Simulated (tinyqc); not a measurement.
Coupled-perturbed Hartree-Fock on RHF in the sto-3g basis, for H3O+, spin multiplicity 1, step by step (part 2 of 2). Computed by tinyqc, a small Python program that keeps every step (integrals from PySCF). Command: `OMP_NUM_THREADS=1 python tinyqc.py 27478 27479 out.jsonl` (the two numbers bound the seeds that draw the settings). One thread of a shared host (Intel(R) Xeon(R) Processor @ 2.60GHz), about 0.2 s of CPU time with the checks.

Geometry (angstrom):
```
atom,x,y,z
O,0.000000,0.000000,0.393000
H,0.963000,0.000000,0.000000
H,-0.482000,0.834000,0.000000
H,-0.482000,-0.834000,0.000000
```

## Integrals over molecular orbitals

coefficients C:
```
,MO1,MO2,MO3,MO4,MO5,MO6,MO7,MO8
1O 1s,0.994168,-0.238714,-0.000008,0.000000,-0.071750,-0.147794,0.000000,0.000093
1O 2s,0.026273,0.876569,0.000015,0.000000,0.353972,0.936333,0.000000,-0.000665
1O 2px,0.000000,-0.000011,0.708160,0.000000,0.000048,-0.000584,0.000000,-0.876526
1O 2py,0.000000,0.000000,0.000000,0.708273,0.000000,0.000000,0.876221,0.000000
1O 2pz,-0.003038,-0.124066,-0.000079,0.000000,0.914064,-0.468676,0.000000,0.000331
2H 1s,-0.004573,0.096945,0.412197,0.000000,-0.120517,-0.626015,0.000000,0.943193
3H 1s,-0.004570,0.096899,-0.206177,0.357032,-0.120496,-0.626484,-0.816482,-0.471083
4H 1s,-0.004570,0.096899,-0.206177,-0.357032,-0.120496,-0.626484,0.816482,-0.471083
```

core Hamiltonian H = T + V (hartree), lower triangle:
```
,1O 1s,1O 2s,1O 2px,1O 2py,1O 2pz,2H 1s,3H 1s,4H 1s
1O 1s,-33.141334
1O 2s,-7.712319,-9.758042
1O 2px,0.000004,0.000057,-7.993274
1O 2py,0.000000,0.000000,0.000000,-7.993096
1O 2pz,0.014896,0.179729,0.000000,0.000000,-7.904762
2H 1s,-1.454845,-3.413277,-2.268443,0.000000,0.977407,-5.063062
3H 1s,-1.453994,-3.411902,1.134835,-1.963519,0.976899,-1.298801,-5.062305
4H 1s,-1.453994,-3.411902,1.134835,1.963519,0.976899,-1.298801,-1.299348,-5.062305
```

Given earlier and not repeated: Two-electron integrals (ij|kl) in chemists' order.

(pq|rs) = sum C_ip C_jq C_kr C_ls (ij|kl), one index at a time.

one-electron integrals over orbitals h = C^T H C (hartree), lower triangle:
```
,1,2,3,4,5,6,7,8
1,-33.124013
2,0.562794,-8.142435
3,0.000019,-0.000073,-6.955239
4,0.000000,0.000000,0.000000,-6.955198
5,0.159774,-0.222340,0.000120,0.000000,-7.673264
6,0.331336,-1.416488,0.001209,0.000000,0.748679,-5.131558
7,0.000000,0.000000,0.000000,-1.724215,0.000000,0.000000,-5.534945
8,-0.000213,0.000788,1.724371,0.000000,-0.000350,-0.000299,0.000000,-5.535418
```

Two-electron integrals over orbitals (pq|rs), unique and non-zero (hartree):
```
p,q,r,s,(pq|rs)
1,1,1,1,4.744837
2,1,1,1,-0.426550
2,1,2,1,0.060977
2,2,1,1,1.024800
2,2,2,1,-0.014393
2,2,2,2,0.732957
3,1,1,1,-0.000013
3,1,2,1,1.95e-06
3,1,2,2,-2.31e-07
3,1,3,1,0.014143
3,2,1,1,0.000023
3,2,2,1,-4.24e-07
3,2,2,2,0.000014
3,2,3,1,0.021131
3,2,3,2,0.136712
3,3,1,1,0.860529
3,3,2,1,-0.006257
3,3,2,2,0.657625
3,3,3,1,0.002178
3,3,3,2,0.031957
3,3,3,3,0.657982
4,1,4,1,0.014146
4,2,4,1,0.021134
4,2,4,2,0.136694
4,3,4,1,-0.002178
4,3,4,2,-0.031959
4,3,4,3,0.040417
4,4,1,1,0.860575
4,4,2,1,-0.006259
4,4,2,2,0.657628
4,4,3,1,-0.002180
4,4,3,2,-0.031960
4,4,3,3,0.577194
4,4,4,4,0.658004
5,1,1,1,-0.126874
5,1,2,1,0.014907
5,1,2,2,-0.013885
5,1,3,1,-4.93e-07
5,1,3,2,-1.62e-06
5,1,3,3,-0.004181
5,1,4,4,-0.004180
5,1,5,1,0.027434
5,2,1,1,0.071834
5,2,2,1,-0.007472
5,2,2,2,-0.015790
5,2,3,1,-1.34e-06
5,2,3,2,-4.36e-06
5,2,3,3,0.006829
5,2,4,4,0.006841
5,2,5,1,0.026851
5,2,5,2,0.133367
5,3,1,1,-0.000026
5,3,2,1,2.77e-07
5,3,2,2,-0.000015
5,3,3,1,0.004091
5,3,3,2,0.003700
5,3,3,3,-0.006472
5,3,4,4,0.006454
5,3,5,1,4.35e-07
5,3,5,2,-9.13e-08
5,3,5,3,0.037040
5,4,4,1,0.004093
5,4,4,2,0.003715
5,4,4,3,0.006463
5,4,5,4,0.037042
5,5,1,1,1.072567
5,5,2,1,-0.013852
5,5,2,2,0.719454
5,5,3,1,-1.23e-06
5,5,3,2,0.000009
5,5,3,3,0.640535
5,5,4,4,0.640551
5,5,5,1,0.012304
5,5,5,2,0.089445
5,5,5,3,-0.000017
5,5,5,5,0.854495
6,1,1,1,-0.263761
6,1,2,1,0.039241
6,1,2,2,-0.005755
6,1,3,1,-0.000009
6,1,3,2,-0.000014
6,1,3,3,-0.003221
6,1,4,4,-0.003219
6,1,5,1,0.000901
6,1,5,2,-0.014733
6,1,5,3,-2.92e-06
6,1,5,5,-0.014117
6,1,6,1,0.028449
6,2,1,1,0.323330
6,2,2,1,-0.008598
6,2,2,2,0.147183
6,2,3,1,-0.000010
6,2,3,2,-0.000036
6,2,3,3,0.100265
6,2,4,4,0.100287
6,2,5,1,-0.014806
6,2,5,2,-0.025995
6,2,5,3,-0.000017
6,2,5,5,0.134003
6,2,6,1,-0.000862
6,2,6,2,0.084676
6,3,1,1,-0.000248
6,3,2,1,4.43e-06
6,3,2,2,-0.000119
6,3,3,1,0.006315
6,3,3,2,-0.009220
6,3,3,3,-0.023301
6,3,4,4,0.023125
6,3,5,1,-1.04e-06
6,3,5,2,-0.000028
6,3,5,3,0.008741
6,3,5,5,-0.000133
6,3,6,1,-8.25e-07
6,3,6,2,-0.000067
6,3,6,3,0.050792
6,4,4,1,0.006319
6,4,4,2,-0.009200
6,4,4,3,0.023214
6,4,5,4,0.008743
6,4,6,4,0.050817
6,5,1,1,-0.152651
6,5,2,1,0.000104
6,5,2,2,-0.084112
6,5,3,1,-4.73e-06
6,5,3,2,-0.000030
6,5,3,3,-0.050285
6,5,4,4,-0.050278
6,5,5,1,0.010914
6,5,5,2,0.025644
6,5,5,3,-0.000011
6,5,5,5,-0.081636
6,5,6,1,-0.003898
6,5,6,2,-0.052798
6,5,6,3,0.000036
6,5,6,5,0.040436
6,6,1,1,0.676446
6,6,2,1,-0.006119
6,6,2,2,0.538396
6,6,3,1,-0.000014
6,6,3,2,-0.000096
6,6,3,3,0.505564
6,6,4,4,0.505627
6,6,5,1,-0.016964
6,6,5,2,-0.055593
6,6,5,3,0.000011
6,6,5,5,0.496923
6,6,6,1,0.001672
6,6,6,2,0.068043
6,6,6,3,3.56e-06
6,6,6,5,-0.040609
6,6,6,6,0.487575
7,1,4,1,0.015491
7,1,4,2,0.021895
7,1,4,3,-0.002011
7,1,5,4,0.004522
7,1,6,4,0.006537
7,1,7,1,0.016994
7,2,4,1,0.014663
7,2,4,2,0.048906
7,2,4,3,0.010883
7,2,5,4,0.020130
7,2,6,4,0.034621
7,2,7,1,0.015374
7,2,7,2,0.052228
7,3,4,1,0.002514
7,3,4,2,0.036172
7,3,4,3,-0.004156
7,3,5,4,-0.007535
7,3,6,4,-0.024377
7,3,7,1,0.002829
7,3,7,2,-0.002409
7,3,7,3,0.032648
7,4,1,1,0.366809
7,4,2,1,-0.007337
7,4,2,2,0.160119
7,4,3,1,0.002514
7,4,3,2,0.036184
7,4,3,3,0.128590
7,4,4,4,0.120330
7,4,5,1,0.000562
7,4,5,2,0.041877
7,4,5,3,-0.007544
7,4,5,5,0.186831
7,4,6,1,-0.005354
7,4,6,2,0.079191
7,4,6,3,-0.024431
7,4,6,5,-0.041189
7,4,6,6,0.040810
7,4,7,4,0.149532
7,5,4,1,0.006669
7,5,4,2,0.042220
7,5,4,3,-0.013591
7,5,5,4,0.020574
7,5,6,4,-0.017408
7,5,7,1,0.007198
7,5,7,2,0.011236
7,5,7,3,0.015891
7,5,7,5,0.034762
7,6,4,1,0.011347
7,6,4,2,0.091568
7,6,4,3,-0.039798
7,6,5,4,-0.017548
7,6,6,4,-0.046102
7,6,7,1,0.012031
7,6,7,2,0.000359
7,6,7,3,0.047492
7,6,7,5,0.034156
7,6,7,6,0.112339
7,7,1,1,0.769995
7,7,2,1,-0.007455
7,7,2,2,0.574343
7,7,3,1,-0.000670
7,7,3,2,-0.031651
7,7,3,3,0.514918
7,7,4,4,0.588181
7,7,5,1,-0.002926
7,7,5,2,0.002698
7,7,5,3,0.012966
7,7,5,5,0.564146
7,7,6,1,-0.004193
7,7,6,2,0.067868
7,7,6,3,0.039848
7,7,6,5,-0.029382
7,7,6,6,0.485420
7,7,7,4,0.060625
7,7,7,7,0.570985
8,1,1,1,0.000168
8,1,2,1,-0.000025
8,1,2,2,3.92e-06
8,1,3,1,-0.015494
8,1,3,2,-0.021901
8,1,3,3,-0.002010
8,1,4,4,0.002015
8,1,5,1,-1.10e-06
8,1,5,2,0.000009
8,1,5,3,-0.004521
8,1,5,5,0.000009
8,1,6,1,-0.000007
8,1,6,2,0.000012
8,1,6,3,-0.006537
8,1,6,5,0.000007
8,1,6,6,0.000015
8,1,7,4,-0.002827
8,1,7,7,0.000651
8,1,8,1,0.017004
8,2,1,1,-0.000191
8,2,2,1,0.000006
8,2,2,2,-0.000079
8,2,3,1,-0.014663
8,2,3,2,-0.048901
8,2,3,3,0.010815
8,2,4,4,-0.010924
8,2,5,1,0.000008
8,2,5,2,0.000011
8,2,5,3,-0.020132
8,2,5,5,-0.000076
8,2,6,1,0.000011
8,2,6,2,-0.000019
8,2,6,3,-0.034614
8,2,6,5,0.000040
8,2,6,6,-0.000022
8,2,7,4,0.002359
8,2,7,7,-0.020728
8,2,8,1,0.015381
8,2,8,2,0.052234
8,3,1,1,-0.366845
8,3,2,1,0.007338
8,3,2,2,-0.160124
8,3,3,1,0.002507
8,3,3,2,0.036142
8,3,3,3,-0.120326
8,3,4,4,-0.128629
8,3,5,1,-0.000563
8,3,5,2,-0.041885
8,3,5,3,-0.007529
8,3,5,5,-0.186844
8,3,6,1,0.005351
8,3,6,2,-0.079199
8,3,6,3,-0.024284
8,3,6,5,0.041173
8,3,6,6,-0.040905
8,3,7,4,-0.085897
8,3,7,7,-0.096392
8,3,8,1,-0.002826
8,3,8,2,0.002477
8,3,8,3,0.149537
8,4,4,1,-0.002516
8,4,4,2,-0.036142
8,4,4,3,0.004129
8,4,5,4,0.007526
8,4,6,4,0.024336
8,4,7,1,-0.002831
8,4,7,2,0.002388
8,4,7,3,-0.030979
8,4,7,5,-0.015874
8,4,7,6,-0.047440
8,4,8,4,0.032602
8,5,1,1,0.000072
8,5,2,1,2.58e-07
8,5,2,2,0.000038
8,5,3,1,-0.006670
8,5,3,2,-0.042236
8,5,3,3,-0.013560
8,5,4,4,0.013611
8,5,5,1,-0.000007
8,5,5,2,-0.000018
8,5,5,3,-0.020573
8,5,5,5,0.000034
8,5,6,1,0.000007
8,5,6,2,0.000040
8,5,6,3,0.017407
8,5,6,5,-1.31e-07
8,5,6,6,0.000054
8,5,7,4,-0.015873
8,5,7,7,0.017568
8,5,8,1,0.007203
8,5,8,2,0.011244
8,5,8,3,-0.015908
8,5,8,5,0.034775
8,6,1,1,0.000057
8,6,2,1,-1.02e-06
8,6,2,2,0.000010
8,6,3,1,-0.011348
8,6,3,2,-0.091569
8,6,3,3,-0.039712
8,6,4,4,0.039772
8,6,5,1,0.000009
8,6,5,2,0.000039
8,6,5,3,0.017546
8,6,5,5,0.000036
8,6,6,1,4.13e-06
8,6,6,2,0.000016
8,6,6,3,0.046055
8,6,6,5,0.000024
8,6,6,6,0.000102
8,6,7,4,-0.047450
8,6,7,7,0.059827
8,6,8,1,0.012037
8,6,8,2,0.000384
8,6,8,3,-0.047488
8,6,8,5,0.034148
8,6,8,6,0.112247
8,7,4,1,0.000662
8,7,4,2,0.031578
8,7,4,3,-0.036623
8,7,5,4,-0.012958
8,7,6,4,-0.039877
8,7,7,1,0.000639
8,7,7,2,-0.020699
8,7,7,3,0.017853
8,7,7,5,0.017531
8,7,7,6,0.059784
8,7,8,4,-0.017813
8,7,8,7,0.048978
8,8,1,1,0.770168
8,8,2,1,-0.007460
8,8,2,2,0.574412
8,8,3,1,0.000682
8,8,3,2,0.031738
8,8,3,3,0.588256
8,8,4,4,0.514916
8,8,5,1,-0.002925
8,8,5,2,0.002713
8,8,5,3,-0.012989
8,8,5,5,0.564225
8,8,6,1,-0.004198
8,8,6,2,0.067903
8,8,6,3,-0.039993
8,8,6,5,-0.029414
8,8,6,6,0.485331
8,8,7,4,0.096455
8,8,7,7,0.472873
8,8,8,1,-0.000658
8,8,8,2,0.020649
8,8,8,3,-0.060646
8,8,8,5,-0.017571
8,8,8,6,-0.059882
8,8,8,8,0.571144
```

## Response to a field: uncoupled start

orbital energies (hartree): MO1 -20.858934, MO2 -1.758213, MO3 -1.053802, MO4 -1.053596, MO5 -0.907436, MO6 0.059185, MO7 0.202057, MO8 0.202385

dipole integrals <a|y|i> (bohr):
```
,i1,i2,i3,i4,i5
a6,0.000000,0.000000,0.000000,-0.675620,0.000000
a7,0.050395,-0.107501,0.485177,0.000000,0.387458
a8,0.000000,0.000000,0.000000,-0.484568,0.000000
```

Field along y; U_ai = -mu_ai / (e_a - e_i), alpha = -4 sum U_ai mu_ai.

uncoupled U:
```
,i1,i2,i3,i4,i5
a6,0.000000,0.000000,0.000000,0.607145,0.000000
a7,-0.002393,0.054840,-0.386330,0.000000,-0.349221
a8,0.000000,0.000000,0.000000,0.385808,0.000000
```

uncoupled polarisability = 3.703649 bohr^3

## Coupled step 1

U_ai = -(mu_ai + sum_bj [4 (ai|bj) - (ab|ij) - (aj|bi)] U_bj) / (e_a - e_i); alpha = -4 sum U_ai mu_ai.

U after step 1:
```
,i1,i2,i3,i4,i5
a6,0.000000,0.000000,0.000000,0.774979,0.000000
a7,-0.002453,0.091723,-0.489480,0.000000,-0.465342
a8,0.000000,0.000000,0.000000,0.488848,0.000000
```

polarisability = 4.752958 bohr^3

## Coupled step 2

As before.

U after step 2:
```
,i1,i2,i3,i4,i5
a6,0.000000,0.000000,0.000000,0.822017,0.000000
a7,-0.002484,0.106750,-0.516673,0.000000,-0.506407
a8,0.000000,0.000000,0.000000,0.516022,0.000000
```

polarisability = 5.055636 bohr^3

## Coupled polarisability

Repeat until U stops changing; compare with -d2E/dF2.

Course of the coupled iterations:
```
step,alpha (bohr^3)
0,3.703649
1,4.752958
2,5.055636
3,5.144442
4,5.170970
5,5.179059
6,5.181587
7,5.182400
8,5.182672
9,5.182765
10,5.182799
11,5.182812
12,5.182817
13,5.182819
14,5.182819
15,5.182820
16,5.182820
17,5.182820
18,5.182820
19,5.182820
20,5.182820
```

coupled polarisability = 5.182820 bohr^3

finite-field check, fields of +/-0.001 au = 5.182820 bohr^3
